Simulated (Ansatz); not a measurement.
Start from PtS$_{2}$ in the CdI2 type structure (space group P-3m1, No. 164; a = 3.584 Å, c = 4.657 Å; layered, stacked along the Cartesian z axis).

Computed with Ansatz (a quantum-chemistry and plane-wave program) PBE-D3(BJ), without spin-orbit coupling.

```json
[
 {"level": "PBE-D3(BJ)", "lattice parameter a": "3.584 Å", "lattice parameter c": "4.657 Å"}
]
```

Question: From these computed values, estimate the measured ones, and say how each level misses.

Answer: Measured: lattice parameter a 3.542 Å (temperature not stated; as listed in Torbjörn Björkman, The Journal of Chemical Physics (2014)); lattice parameter c 5.036 Å (temperature not stated; corrected from measurement; as listed in Torbjörn Björkman, The Journal of Chemical Physics (2014)). Computed minus measured — lattice parameter a: PBE-D3(BJ) +1.2 %; lattice parameter c: PBE-D3(BJ) -7.5 %. Measured values not marked as corrected hold thermal and zero-point effects that the static-lattice runs lack. A miss this large can also come from another phase or magnetic state, or from a fault of the measured value.

No phonon test of stability was made. The final runs are not spin-polarised.
